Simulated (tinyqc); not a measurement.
Inside a calculation. Method: LCCD on RHF in the sto-3g basis, frozen core, for H2O, spin multiplicity 1. One step of it, computed by the program tinyqc.

Problem. Iteration 8 (converged): orbitals. Diagonalise F' = X^T F X, C = X C', fill 5 alpha and 5 beta electrons from the bottom; D = 2 C_occ C_occ^T. Each column has its largest component positive (the first on a tie).

converged F (hartree), lower triangle:
```
             1O 1s      1O 2s     1O 2px     1O 2py     1O 2pz      2H 1s      3H 1s
1O 1s   -20.255401
1O 2s    -5.164943  -2.431454
1O 2px    0.000000   0.000000  -0.394449
1O 2py   -0.001311  -0.014511   0.000000  -0.265268
1O 2pz   -0.027459  -0.104709   0.000000  -0.017166  -0.312563
2H 1s    -1.074634  -0.950325   0.000000  -0.364740  -0.386227  -0.530159
3H 1s    -0.915181  -0.848910   0.000000   0.343874  -0.365770  -0.350507  -0.454430
```

X:
```
                1          2          3         4          5          6         7
1O 1s   -0.309717   0.094891   0.742852  0.000000   0.623373  -0.004484  0.152256
1O 2s    1.060637  -0.243712  -0.320955  0.000000   0.333011  -0.008930  0.414633
1O 2px   0.000000   0.000000   0.000000  1.000000   0.000000   0.000000  0.000000
1O 2py   0.230983   0.816981  -0.003168  0.000000  -0.012049   0.717884  0.016689
1O 2pz   0.546697  -0.127984   0.656885  0.000000  -0.607089  -0.012592  0.217864
2H 1s   -0.907818  -0.633951  -0.155110  0.000000  -0.129589   0.347216  0.395714
3H 1s   -0.425018   0.956132  -0.167743  0.000000  -0.133873  -0.386706  0.367852
```

Give: F' = X^T F X; orbital energies; coefficients C; D after iteration 8.

Solution.

F' = X^T F X (hartree), lower triangle:
```
        1        2        3        4         5        6        7
1  0.0836
2  0.2101   0.5367
3  1.7747  -0.6602  -8.6774
4  0.0000   0.0000   0.0000  -0.3944
5  1.3324  -0.5542  -8.9114   0.0000  -10.0028
6  0.0265   0.1239   0.0696   0.0000    0.0852  -0.5478
7  0.2363  -0.1402  -3.6137   0.0000   -4.0809   0.0255  -2.7509
```

orbital energies (hartree): MO1 -20.2639, MO2 -1.2428, MO3 -0.5615, MO4 -0.4659, MO5 -0.3944, MO6 0.5357, MO7 0.6399

coefficients C:
```
            MO1      MO2      MO3      MO4     MO5      MO6      MO7
1O 1s    0.9943  -0.2354   0.0146   0.1029  0.0000   0.1086   0.0429
1O 2s    0.0250   0.8599  -0.0778  -0.5276  0.0000  -0.6794  -0.2902
1O 2px   0.0000   0.0000   0.0000   0.0000  1.0000   0.0000   0.0000
1O 2py   0.0004   0.0146   0.6222  -0.0499  0.0000   0.2945  -0.8718
1O 2pz   0.0039   0.1121   0.0620   0.7266  0.0000  -0.7388  -0.2697
2H 1s   -0.0055   0.1625   0.4671   0.2761  0.0000   0.4490   1.0107
3H 1s   -0.0047   0.1386  -0.4347   0.3580  0.0000   0.9205  -0.4920
```

D after iteration 8, lower triangle:
```
          1O 1s    1O 2s  1O 2px   1O 2py  1O 2pz    2H 1s   3H 1s
1O 1s    2.1098
1O 2s   -0.4661   2.0489
1O 2px   0.0000   0.0000  2.0000
1O 2py   0.0018  -0.0191  0.0000   0.7797
1O 2pz   0.1062  -0.5834  0.0000   0.0080  1.0888
2H 1s   -0.0169  -0.0848  0.0000   0.5585  0.4955   0.6417
3H 1s   -0.0136  -0.0720  0.0000  -0.5727  0.4975  -0.1633  0.6729
```
